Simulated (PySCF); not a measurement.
# F2: the SCF solver's settings

The same problem is solved with other solver options, one edit a run.

Computed with PySCF 2.14.0. Level: each script names its method and basis.

## Step 1: The system as given

F2: 2 atoms, charge 0, spin multiplicity 1.

Bond lengths: F1–F2 1.107 Å.

## Step 2: The base run

The input, input.py:

```python
from pyscf import gto, scf, cc

mol = gto.M(
    atom='F 0 0 0; F 0 0 1.107',
    basis='ano-rcc-vdzp',
    charge=0,
    spin=0,
    verbose=4,
)
mf = scf.UHF(mol)
mf = mf.sfx2c1e()
mf.kernel()
mycc = cc.CCSD(mf)
mycc.kernel()
mf.dip_moment()
print('orbital energies (hartree):', [e[max(0, n-3):n+3].round(4) for e, n in zip(mf.mo_energy, mol.nelec)])
```

On the command line:

```sh
$ OMP_NUM_THREADS=1 python input.py
```

The log of this run is left out.

Base result: E(SCF) = -198.848202 Eh, 7 cycles, E(CCSD) − E(SCF) = -0.36060 Eh, μ = 0.00 D (of the SCF density).

The bond length is a typed value, not an optimised one.

## Step 3: DIIS space 2

Edit 1 changes DIIS space: default → 2.

The input, input.py:

```python
from pyscf import gto, scf, cc

mol = gto.M(
    atom='F 0 0 0; F 0 0 1.107',
    basis='ano-rcc-vdzp',
    charge=0,
    spin=0,
    verbose=4,
)
mf = scf.UHF(mol)
mf = mf.sfx2c1e()
mf.diis_space = 2
mf.kernel()
mycc = cc.CCSD(mf)
mycc.kernel()
mf.dip_moment()
print('orbital energies (hartree):', [e[max(0, n-3):n+3].round(4) for e, n in zip(mf.mo_energy, mol.nelec)])
```

On the command line:

```sh
$ OMP_NUM_THREADS=1 python input.py
```

## Step 4: Smearing width 0.005 hartree

Edit 2 changes smearing width: none → 0.005 hartree; step after the SCF: ccsd → none.

input.py, as its differences from that of step 2:

```diff
@@ -1,2 +1,2 @@
-from pyscf import gto, scf, cc
+from pyscf import gto, scf
 
@@ -11,5 +11,4 @@
 mf = mf.sfx2c1e()
+mf = scf.addons.smearing_(mf, sigma=0.005, method='fermi')
 mf.kernel()
-mycc = cc.CCSD(mf)
-mycc.kernel()
 mf.dip_moment()
```

## Step 5: Point-group symmetry on

Edit 3 changes point-group symmetry: off → on.

input.py, as its differences from that of step 2:

```diff
@@ -7,2 +7,3 @@
     spin=0,
+    symmetry=True,
     verbose=4,
```

**Question.** What will these runs give? Wanted: for each run, E(SCF); from base; gap; after the SCF.

As calculated:

```csv
run,E(SCF) (hartree),from base (eV),cycles,gap (eV),after the SCF
base,-198.848202,0,7,24.29,CCSD correlation -9.812 eV
DIIS space 2,-198.848202,0.0000,10,24.29,CCSD correlation -9.812 eV
smearing width 0.005 hartree,-198.848202,0.0000,7,n/a,n/a
point-group symmetry on,-198.848202,0.0000,7,24.29,CCSD correlation -9.812 eV
```

Distance from each run's final energy (log10 hartree) by cycle:

```csv
run,cycle 1,cycle 2,cycle 3,cycle 5,cycle 8,cycle 12
base,-1.5,-2.6,-3.9,-7.2,done,done
DIIS space 2,-1.5,-2.6,-3.9,-6.0,-8.8,done
smearing width 0.005 hartree,-1.5,-2.6,-3.9,-7.2,done,done
point-group symmetry on,-1.5,-2.6,-3.9,-7.2,done,done
```

**Reading.** The SCF energy stays the same, to the digits that matter, with DIIS space 2 or smearing width 0.005 hartree or point-group symmetry on. The base needs 7 cycles and the run with DIIS space 2 needs 10.
